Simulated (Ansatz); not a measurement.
**H3NPSi: structure from calculated spectroscopic constants**

These gas-phase data were calculated for one isomer of H3NPSi at PBE-D3(BJ)/def2-SVP (harmonic, unscaled wavenumbers; equilibrium rotational constants with average atomic masses):

```
rotational constants            : 63.95, 2.993, 2.961 GHz
all wavenumbers above 1500 cm⁻¹ : 2177, 2174, 2126
```

Candidates:

(1) `[SiH3]N=[P]`, a doublet
(2) `N1[SiH2][P]1`, a doublet

Question: Which structure fits?

Answer: Candidate (1). No mode falls between 3250 and 3800 cm⁻¹, where the N–H stretch of (2) would stand.

The same quantities for all candidates:

```
     rotational constants (GHz)  wavenumbers above 1500 cm⁻¹  E above the lowest, PBE-D3(BJ)/def2-SVP (kcal/mol)
(1)         63.95, 2.993, 2.961             2177, 2174, 2126                                                 2.6
(2)         17.58, 6.046, 4.766             3541, 2186, 2168                                                 0.0
```

Harmonic stretches to hydrogen usually lie a few per cent above observed fundamentals. Open shells are spin-unrestricted. Programs: Ansatz 0.2.0.
